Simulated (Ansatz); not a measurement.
`CO[SiH]` + NH₃ → `N[SiH]` + CH₃OH at 600 K and 1 bar (ligand exchange at the Si–O bond).

Program: Ansatz. Geometries: PBE0-D4/def2-TZVP. ΔE: electronic, gas phase. CCSD(T)/CBS adds triple-zeta CCSD(T) − MP2 to the extrapolated MP2 energy (def2 sets, frozen cores). This one scheme is used for every species.

| species | CCSD(T)/CBS energy (Eh) | H − E (kJ/mol) | S (J/(mol·K)) |
| --- | --- | --- | --- |
| `CO[SiH]` | -404.67988 | 167.6 | 334.2 |
| NH₃ | -56.50880 | 112.4 | 219.5 |
| `N[SiH]` | -345.56329 | 117.4 | 286.7 |
| CH₃OH | -115.61712 | 163.6 | 277.3 |

H − E and S are ideal-gas, rigid-rotor, harmonic terms from PBE0-D4/def2-TZVP. 1 Eh = 2625.50 kJ/mol, R = 8.31446 J/(mol·K).

**Question.** By hand: ΔE, ΔH, ΔS and ΔG.

**Answer.** ΔE = (-345.56329) + (-115.61712) − (-404.67988) − (-56.50880) = 0.00827 Eh = 21.7 kJ/mol. Δ(H − E) = 117.4 + 163.6 − 167.6 − 112.4 = 1.0, so ΔH = 22.7 kJ/mol. ΔS = 286.7 + 277.3 − 334.2 − 219.5 = 10.3 J/(mol·K). ΔG = 22.7 − 600 × (10.3)/1000 = 16.5 kJ/mol.

**Question.** By hand: the equilibrium constant, and the temperature at which ΔG would vanish if ΔH and ΔS stayed fixed.

**Answer.** log₁₀ K = −ΔG/(RT ln 10) = -1.4. ΔG = 0 at ΔH/ΔS = 2204 K, though so small a ΔS makes that figure unsure.

The number of gas molecules stays the same, so ΔS is small and ΔH decides. A doubt of 5 kJ/mol in ΔE shifts log₁₀ K by 0.4 here. These are equilibria of isolated gas molecules and say nothing of rates. Largest T1 diagnostic: 0.015 (customary marks: 0.02 for closed shells, 0.045 for open ones).
